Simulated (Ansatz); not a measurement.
Process, species as SMILES: N (NH3) → 3 H atom + N atom
B3LYP-D3(BJ)/def2-TZVP geometries, fixed; electronic energies without zero-point terms.

Effect of a fitting basis named in the input at wB97M-V/aug-cc-pVQZ with Ansatz (a first-principles code), against the last row, where the atomisation energy is 299.62 kcal/mol. Open shells are unrestricted. The default fits or decomposes integrals by the program's own choice; accuracy: high also tightens integrals, grids and stops.

```tsv
setting	largest shift of a total energy (mEh)	shift of the atomisation energy (kcal/mol)
fitting: def2-SV(P)-JKFIT	-0.044	0.003
fitting: def2-universal-JKFIT	-0.044	0.003
fitting: cc-pVTZ-JKFIT	-0.014	-0.006
fitting: cc-pVQZ-JKFIT	-0.007	-0.010
fitting: cc-pV5Z-JKFIT	-0.006	-0.012
accuracy: high	-0.001	0.000
accuracy: medium (default)	0.000	0.000
```

Within 0.02 kcal/mol in the atomisation energy: fitting: def2-SV(P)-JKFIT; fitting: def2-universal-JKFIT; fitting: cc-pVTZ-JKFIT; fitting: cc-pVQZ-JKFIT; fitting: cc-pV5Z-JKFIT; accuracy: high. The largest shift is 0.044 mEh in a total energy and 0.012 kcal/mol in the difference.
